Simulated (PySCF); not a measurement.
System (SMILES): ClCl (Cl2).
Geometry (B3LYP-D3(BJ)/def2-TZVP, fixed):
```xyz
2

Cl     0.0000     0.0000    -1.0068
Cl     0.0000     0.0000     1.0068
```
Charge 0, spin multiplicity 1.

Basis-set convergence of the isotropic shielding of Cl1 at PBE0 with PySCF. GIAO, no density fitting; atoms are numbered in the order shown. All functions are spherical. No added dispersion term, no relativity. Reference: the value in pcSseg-3, 576.34 ppm, itself unsure by roughly 2.23 ppm (its mean distance from cc-pV(5+d)Z, pcseg-3, pcSseg-2). Deviations are taken from unrounded values. Cost is core time over that of def2-TZVPD, rough, on shared machines of one kind; a dash marks a row that isn't timed (too short, read off another run, short of memory, by another algorithm or on other hardware).

| basis | functions | cost |
|---|---|---|
| cc-pV(D+d)Z | 46 | - |
| def2-SVPD | 54 | - |
| aug-cc-pV(D+d)Z | 64 | 0.6× |
| cc-pV(T+d)Z | 78 | 0.8× |
| def2-TZVPD | 92 | 1× |
| jun-cc-pV(T+d)Z | 96 | 1× |
| def2-TZVPPD | 102 | 1× |
| aug-cc-pV(T+d)Z | 110 | 2× |
| cc-pV(Q+d)Z | 128 | 4× |
| def2-QZVPPD | 158 | 5× |
| aug-cc-pV(Q+d)Z | 178 | 10× |
| cc-pV(5+d)Z | 200 | 20× |

Which is the smallest set listed that can be trusted to 10 ppm here, that is, within that of the reference together with its larger relatives (same family, alike in diffuse functions; a set with none to test it counts only in the reference's own line)?

Of the sets listed that have larger relatives (same family, alike in diffuse functions), none stays within 10 ppm of the reference together with them. Inside, with no larger relative to test it: def2-QZVPPD, cc-pV(5+d)Z. Value minus reference: cc-pV(D+d)Z 29.81, def2-SVPD 22.09, aug-cc-pV(D+d)Z 14.24, cc-pV(T+d)Z 23.50, def2-TZVPD -17.56, jun-cc-pV(T+d)Z 16.67, def2-TZVPPD -17.08, aug-cc-pV(T+d)Z 18.97, cc-pV(Q+d)Z 25.05, def2-QZVPPD -0.66, aug-cc-pV(Q+d)Z 20.19, cc-pV(5+d)Z 0.65 ppm.
